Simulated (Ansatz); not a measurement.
## Ansatz (development build ahead of 0.2.0) run

```yaml
crystal:
  periodic: [false, false, false]
  atoms:
    - { symbol: Li, position_ang: [0.0, 0.0, 0.0] }
    - { symbol: O, position_ang: [0.0, 0.0, 1.7724] }
basis:
  gaussian: { orbitals: def2-SVP }
magnetization:
  initial_magnetization: 1
hamiltonian:
  xc: hf
correlation:
  method: mp2
  frozen_orbitals: { Li: 0, O: 1 }
scf:
  omitted_lower_state_checks: [starts, atomic_configurations, cluster_reference, orbital_swaps, given_window_search, neighbouring_geometries, increment]
```

The input is written out in the form of the current development build from the run's settings. Correlation on restricted open-shell orbitals is semicanonical, with singles.

Results

| Quantity | Value |
| --- | --- |
| Converged | yes |
| Reference energy | -82.20106 hartree |
| Correlation energy | -0.15635 hartree |
| Total energy | -82.35741 hartree |
| Spin squared of the determinant | 0.750 |
| Stability test | minimum among restricted orbitals |
| Occupied orbitals by symmetry in an Abelian subgroup (alpha; beta) | 4 A1 1 B1 1 B2; 4 A1 1 B1 |

Messages of the program:
```
mean field -2236.80475193 eV, -82.2010584727 hartree, gradient 2.9e-6 eV, S^2 0.750000; 0 other ends of a descent, 0 dependent functions left out
```
